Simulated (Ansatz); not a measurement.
# BNH (doublet): from Hartree-Fock to the top rungs at scale of all distances = 1.000, 6-31G

How much of the correlation energy of BNH (doublet) does each wave-function method recover here?

The runs use Ansatz 0.2.0, Gaussian basis; 6-31G, core rule «outside noble gas», up to 2 orbitals frozen.

Plan: UHF; CCSD(T) on ROHF; CCSD(T) on UHF; BCCD(T) on ROHF; CISD; CCSDT(Q) on ROHF; CCSDT(Q) on UHF; CISDTQ; CCSDTQ on ROHF; CASSCF and MRCISD+Q, 3 electrons in 3 orbitals; CASSCF and NEVPT2, 3 electrons in 3 orbitals; CASSCF and MRCISD+Q, 9 electrons in 9 orbitals; CASSCF and NEVPT2, 9 electrons in 9 orbitals; Full CI.

18 further runs of the same task are left out: 1 for a mislabelled method, 2 for a known fault of the program, 10 that didn't finish, 5 set aside as unsound or not needed.

## (1) What is computed

The geometry derives from a PBE0/def2-TZVP stationary point (not a proven minimum). All distances are scaled together.

3 atoms, charge 0, spin multiplicity 2.

Atoms are counted from 1 here; the program's logs count them from 0.

Bond lengths: B1–N2 1.234 Å, N2–H3 0.993 Å. Angles: B1–N2–H3 180.0°.

## (2) UHF

in.yaml

```yaml
crystal:
  periodic: [false, false, false]
  atoms:
    - {symbol: B, position_ang: [0.000000, 0.000000, 1.153245]}
    - {symbol: N, position_ang: [0.000000, 0.000000, -0.080303]}
    - {symbol: H, position_ang: [0.000000, 0.000000, -1.072942]}
basis:
  gaussian: {orbitals: 6-31G}
magnetization: {spin_polarized: true, initial_magnetization: 1}
hamiltonian: {xc: hf}
output: {orbitals: {seedname: orbitals}}
```

On the command line:

```sh
ansatz run in.yaml --threads 1 --pin off --events-out ev --progress --plain --max-ram 2393MiB
```

After this run come: CCSD(T) on ROHF; CCSD(T) on UHF; BCCD(T) on ROHF; CISD; CCSDT(Q) on ROHF; CCSDT(Q) on UHF; CISDTQ; CCSDTQ on ROHF; CASSCF and MRCISD+Q, 3 electrons in 3 orbitals; CASSCF and NEVPT2, 3 electrons in 3 orbitals; CASSCF and MRCISD+Q, 9 electrons in 9 orbitals; CASSCF and NEVPT2, 9 electrons in 9 orbitals; Full CI.

Before running them: what should the planned runs give, taken together? Wanted: FCI below the RHF energy; RMP2 from FCI; UMP2 from FCI; RCCSD from FCI; RCCSD(T) from FCI; UCCSD(T) from FCI; RCCSDT(Q) from FCI; UCCSDT(Q) from FCI; NEVPT2 pair from FCI.

As calculated:

| quantity | value |
| --- | --- |
| FCI below the RHF energy | -4.7679 eV |
| RMP2 from FCI | +510.3 meV |
| UMP2 from FCI | +557.9 meV |
| RCCSD from FCI | +191.3 meV |
| RCCSD(T) from FCI | +28.6 meV |
| UCCSD(T) from FCI | +39.4 meV |
| RCCSDT(Q) from FCI | -0.8 meV |
| UCCSDT(Q) from FCI | -4.5 meV |
| NEVPT2 pair from FCI | +399.1 meV |
| MRCISD+Q pair from FCI | +80.1 meV |
| NEVPT2 valence from FCI | +346.0 meV |
| levels within 1 kcal/mol (43 meV) | RCCSD(T), UCCSD(T), BCCD(T), RCCSDT, UCCSDT, CISDTQ, RCCSDT(Q), UCCSDT(Q), RCCSDTQ, MRCISD+Q valence |
| T1 diagnostic | 0.033 |
| effectively unpaired electrons | 1.08 |

RCCSD(T) lands +28.6 meV from the yardstick (0.6 % of the correlation energy). UCCSDT(Q) falls below full CI: unrestricted runs freeze a spin-polarised core, another one than full CI's, and coupled cluster isn't variational. One determinant dominates. Of the multireference levels listed MRCISD+Q valence comes nearest in total energy (+35.0 meV), which doesn't show that its space is the better one. These misses are within one basis, not against nature; the frozen cores of restricted and unrestricted runs differ, which can shift their rows.
